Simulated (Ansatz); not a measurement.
BFHP: where a starting geometry ends

The starting geometry of this gas-phase singlet was optimised with GFN2-xTB.

```xyz
4

B    -0.4936   -0.0862   -0.6323
F     0.6712    0.0402   -0.0019
P    -1.8511   -1.2193   -0.3424
H    -0.7137    0.6464   -1.5367
```

Problem. Where would you expect an optimisation with PBE0-D4/def2-TZVP to take it?

Solution. It rearranges to `FB=P`. Contacts that open: B1–H4 (1.18 → 2.00 Å). Contacts that close: P3–H4 (2.49 → 1.44 Å).

The energy falls by 1.46 eV over 13 steps:

| step | E − E(last) (eV) |
| --- | --- |
| 1 | 1.462 |
| 2 | 1.406 |
| 4 | 0.918 |
| 5 | 0.564 |
| 6 | 0.259 |
| 8 | 0.003 |
| 9 | 0.001 |
| 10 | 0.001 |
| 12 | 0.000 |
| 13 | 0.000 |

Final geometry (Å):

```xyz
4

B    -0.1701   -0.2560   -0.2417
F     0.9928    0.1309    0.1173
P    -1.7452   -0.7790   -0.7290
H    -1.4646    0.2853   -1.6600
```

The end wasn't checked by frequencies. Run with Ansatz 0.2.0, 45 s on 1 thread of AMD EPYC (Zen 3) (shared host).
